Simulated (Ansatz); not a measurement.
**MgNH₃: how energies converge with the basis set**

Aim: see how fast density functionals converge with the basis set for MgNH₃.

Computed with Ansatz 0.2.0, Gaussian basis. Level: one geometry, several basis sets.

The runs, in order: PBE0-D4/def2-SVP; ωB97M-V/def2-SVP; PBE0-D4/def2-QZVPP; ωB97M-V/def2-QZVPP; the functionals' def2-TZVPP values are taken from earlier runs.

## 1. The geometry

All runs share one geometry, relaxed beforehand with PBE0-D4 in a triple-zeta def2 set.

SMILES `[NH2][MgH]`, 5 atoms, charge 0, spin multiplicity 1.

Atoms are counted from 1 here; the program's logs count them from 0.

Bond lengths: N1–Mg2 1.888 Å, N1–H3 1.009 Å, N1–H4 1.009 Å, Mg2–H5 1.698 Å. Angles: Mg2–N1–H3 126.6°, Mg2–N1–H4 126.6°, H3–N1–H4 106.9°, N1–Mg2–H5 180.0°.

As a file:

| atom | x (Å) | y (Å) | z (Å) |
| --- | --- | --- | --- |
| N1 | -0.1867 | -0.8361 | 0.1207 |
| Mg2 | 0.2478 | 0.9792 | -0.1643 |
| H3 | -0.8733 | -1.3766 | -0.3845 |
| H4 | 0.2234 | -1.4518 | 0.8073 |
| H5 | 0.6387 | 2.6117 | -0.4205 |

## 2. PBE0-D4 in def2-SVP

in.yaml

```yaml
crystal:
  periodic: [false, false, false]
  atoms:
    - {symbol: N, position_ang: [-0.186707, -0.836101, 0.120703]}
    - {symbol: Mg, position_ang: [0.247810, 0.979165, -0.164290]}
    - {symbol: H, position_ang: [-0.873298, -1.376555, -0.384535]}
    - {symbol: H, position_ang: [0.223432, -1.451832, 0.807312]}
    - {symbol: H, position_ang: [0.638662, 2.611721, -0.420490]}
basis:
  gaussian: {orbitals: def2-SVP}
hamiltonian: {xc: pbe0, dispersion: d4}
output: {orbitals: {seedname: orbitals}}
```

The runs that follow: ωB97M-V in def2-SVP; PBE0-D4 in def2-QZVPP; ωB97M-V in def2-QZVPP.

Before running them: what should the planned runs give, taken together? Wanted: PBE0-D4: double and triple zeta above quadruple; ωB97M-V: double and triple zeta above quadruple.

The runs gave:

| quantity | value |
| --- | --- |
| PBE0-D4: double and triple zeta above quadruple | 4.22, 0.36 eV |
| ωB97M-V: double and triple zeta above quadruple | 4.24, 0.34 eV |

**Reading.** For PBE0-D4 the step from double to triple zeta gains 3.86 eV and the next only 0.36 eV. Total energies overstate the basis error of differences, where much of it tends to cancel. The LUMO of ωB97M-V is positive and keeps falling with the basis (0.93 to 0.39 eV): an unbound level that the basis holds in place.
